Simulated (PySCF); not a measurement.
## Gas-phase thermal properties of CClF3

Energies from PySCF (xtb for GFN2), thermal terms from the rigid-rotor harmonic-oscillator model, ideal gas at 1 bar. The comparison is the NASA 1993 polynomial table, which mixes measured and estimated data. 6-31G* has spherical d functions here. All species are closed-shell singlets. B3LYP is the form with VWN-RPA correlation. The harmonic model lacks anharmonicity and excited electronic states, which grow with temperature; levels with a mode under 35 cm⁻¹ are left out. The table's entry may be an old estimate for CClF3 (not checked at source).

```
level           point group  σ  ZPE (kJ/mol)  S°298 (J/mol/K)  Cp298 (J/mol/K)  S°1000 (J/mol/K)  H1000 − H298 (kJ/mol)
--------------  -----------  -  ------------  ---------------  ---------------  ----------------  ---------------------
table                     -  -             -            285.3             67.0             389.7                   62.9
B3LYP/6-31G*            C3v  3          39.7            286.3             67.2             390.6                   62.8
GFN2-xTB                C3v  3          35.1            290.5             71.6             398.8                   64.9
HF/6-31G*               C3v  3          44.5            282.2             63.3             382.6                   60.7
PBE/def2-SVP            C3v  3          38.7            286.8             67.9             392.0                   63.3
PBE0/def2-TZVP          C3v  3          40.0            285.2             66.6             389.3                   62.7
```
σ: rotational symmetry number. Electronic degeneracy used: 1. Frequencies are unscaled.
